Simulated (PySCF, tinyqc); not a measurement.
Inside a calculation. Method: FCI on RHF in the sto-6g basis, frozen core, for OH-, spin multiplicity 1. The basis has no diffuse functions, so it cannot describe the extra electron: this is an exercise in the method, not the real anion. The lowest restricted solution is unstable here: a spin-polarised one lies 0.0123 hartree lower (PySCF). One step of it, computed by the program tinyqc.

Problem. FCI: roots. Diagonalise (each vector has its largest component positive (the first on a tie)); all determinants have Ms = 0, so triplets appear too. The lowest singlet root is the correlation energy.

Occupation strings over the orbitals (2 doubly, a alpha, b beta, 0 empty; spin orbitals ordered 1a 1b 2a 2b ...): 222220 2222ab 2a222b 2222ba 2b222a 222202 2a22b2 222022 220222 2b22a2 202222

H - E(HF) between determinants (hartree), order 222220, 2222ab, 2a222b, 2222ba, 2b222a, 222202, 2a22b2, 222022, 220222, 2b22a2, 202222:
```
[[0.000000, 0.000000, 0.000000, 0.000000, 0.000000, 0.179258, 0.003267, 0.039011, 0.039011, -0.003267, 0.130151],
 [0.000000, 0.285941, 0.013777, -0.179258, 0.003267, 0.224259, -0.054895, -0.017765, -0.017765, 0.031843, -0.068889],
 [0.000000, 0.013777, 0.839843, 0.003267, -0.130151, 0.054895, 0.070175, -0.014881, -0.014881, -0.068889, 0.022290],
 [0.000000, -0.179258, 0.003267, 0.285941, 0.013777, -0.224259, 0.031843, 0.017765, 0.017765, -0.054895, 0.068889],
 [0.000000, 0.003267, -0.130151, 0.013777, 0.839843, -0.054895, -0.068889, 0.014881, 0.014881, 0.070175, -0.022290],
 [0.179258, 0.224259, 0.054895, -0.224259, -0.054895, 0.875267, -0.068608, 0.012774, 0.012774, 0.068608, 0.056251],
 [0.003267, -0.054895, 0.070175, 0.031843, -0.068889, -0.068608, 1.050083, 0.019400, 0.019400, -0.056251, 0.027563],
 [0.039011, -0.017765, -0.014881, 0.017765, 0.014881, 0.012774, 0.019400, 0.251554, 0.047461, -0.019400, 0.169712],
 [0.039011, -0.017765, -0.014881, 0.017765, 0.014881, 0.012774, 0.019400, 0.047461, 0.251554, -0.019400, 0.169712],
 [-0.003267, 0.031843, -0.068889, -0.054895, 0.070175, 0.068608, -0.056251, -0.019400, -0.019400, 1.050083, -0.027563],
 [0.130151, -0.068889, 0.022290, 0.068889, -0.022290, 0.056251, 0.027563, 0.169712, 0.169712, -0.027563, 1.775264]]
```

Give: lowest roots of this matrix, relative to E(HF); lowest vectors; <S^2> of these roots; weight of the ground state by excitation level 0, 1, 2, ....

Solution.

lowest roots of this matrix, relative to E(HF) (hartree): [-0.053, 0.106, 0.204, 0.245, 0.313, 0.710, 0.820, 0.994]

lowest vectors, order 222220, 2222ab, 2a222b, 2222ba, 2b222a, 222202, 2a22b2, 222022, 220222, 2b22a2, 202222:
```
[[0.961, 0.000, 0.000, -0.024],
 [0.085, 0.707, 0.000, 0.289],
 [0.011, -0.020, 0.000, 0.046],
 [-0.085, 0.707, 0.000, -0.289],
 [-0.011, -0.020, 0.000, -0.046],
 [-0.225, 0.000, 0.000, -0.228],
 [-0.008, 0.018, 0.000, -0.021],
 [-0.067, 0.000, 0.707, 0.618],
 [-0.067, 0.000, -0.707, 0.618],
 [0.008, 0.018, 0.000, 0.021],
 [-0.043, 0.000, 0.000, -0.101]]
```

<S^2> of these roots: [0.000, 2.000, 0.000, 0.000, 0.000, 2.000, 0.000, 2.000]

weight of the ground state by excitation level 0, 1, 2, ...: [0.924, 0.015, 0.062]
